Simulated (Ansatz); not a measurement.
Correlation energies of Al2ClH3 (`[AlH2][AlH][Cl]`) by basis set

Cartesian coordinates in Å:
```
Al 0.749 -0.386 1.065
Al -0.661 0.550 -0.911
Cl -1.445 -0.858 -2.279
H 1.414 0.588 2.135
H 0.974 -1.950 1.242
H -1.030 2.056 -1.251
```

Total charge 0; spin multiplicity 1. The structure was optimised at the PBE0-D4/def2-TZVP level. Frozen core, restricted reference, the Gaussian-basis code of Ansatz. CBS rows extrapolate triple and quadruple zeta; past MP2 they add the triple-zeta difference.

```json
{"basis": "def2-SVP", "HF (Eh)": "-944.82754", "MP2 corr.": "-0.25353", "CCSD corr.": "-0.29660", "(T)": "-0.00596", "CCSD(T) total": "-945.13010"}
{"basis": "def2-TZVPP", "HF (Eh)": "-945.15706", "MP2 corr.": "-0.34041", "CCSD corr.": "-0.38848", "(T)": "-0.01353", "CCSD(T) total": "-945.55907"}
{"basis": "def2-QZVPP", "HF (Eh)": "-945.18403", "MP2 corr.": "-0.37214", "CCSD corr.": "–", "(T)": "–", "CCSD(T) total": "–"}
{"basis": "CBS(def2)", "HF (Eh)": "-945.18774", "MP2 corr.": "-0.39565", "CCSD corr.": "-0.44371", "(T)": "as TZ", "CCSD(T) total": "-945.64498"}
```
